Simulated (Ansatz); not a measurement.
We consider corundum (α-Al2O3), described by PBE (PAW; Ansatz, a quantum-chemistry and plane-wave program).

Numerical settings: plane-wave cutoff 520 eV, 8×8×8 k mesh, Fermi–Dirac smearing 0.01 eV, scalar-relativistic PAW data made under PBE.

Computed points:

```csv
V (Å³/atom),E − E_lowest (meV/atom),P (GPa)
8.411,10.75,10.18
8.586,2.59,4.83
8.761,0.00,-0.01
8.936,2.44,-4.38
9.112,9.44,-8.34
```

### Question
Estimate the bulk modulus from the pressures at 8.586 and 8.936 Å³/atom, and compare it with a fit to all energies.

### Answer
B = −V dP/dV. Between V = 8.586 and 8.936 Å³/atom, dP/dV = (-4.38 − (4.83))/(8.936 − 8.586) = -26.3 GPa per Å³/atom; at the midpoint 8.761 Å³/atom this gives B ≈ 231 GPa. The third-order Birch–Murnaghan fit gives V0 = 8.761 Å³/atom, B0 = 230 GPa, B′ = 4.0, which lies within 1 % of that estimate.

Shape and atoms are relaxed at each volume.

Measured, for comparison: bulk modulus 254 GPa (298 K, copied from a table, unchecked, no zero-point or thermal correction, with K' = 4.34, our sources range from 239 to 254; as tabulated in BurnMan's mineral tables). Computed (rounded) less measured: bulk modulus not scored (unchecked).

Note: the bulk modulus comes from volumes at which shape and atoms were relaxed.

Static lattice: no zero-point or thermal effects.

Cost on a shared machine: roughly 5 core-minutes.
